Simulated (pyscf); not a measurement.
Structures and frequencies: ωB97X-D3(BJ)/def2-SVP in PySCF. MP2 and CC: frozen core, UHF for open shells. ΔMP2 is the change of the MP2 total energy from the triple- to the quadruple-zeta basis.

What is the homolytic dissociation enthalpy (298 K, CCSD(T)/def2-TZVPP + ΔMP2(QZVPP)) of the N–Si bond of H₂B–NH–SiH₃ (SMILES BN[SiH3]), to [H₂B–NH]• + SiH₃•?

N–Si to [H₂B–NH]• + SiH₃•: 108.0 kcal/mol. The radicals are drawn with the spin at the cut bond; how far it spreads was not checked. [H₂B–NH]• lies 8.3 kcal/mol over its isomer [HB–NH₂]•, and others may lie lower still (electronic energy, ωB97M-D3(BJ)). The CCSD(T) − MP2 part came from Ansatz, without density fitting, on the same reference.
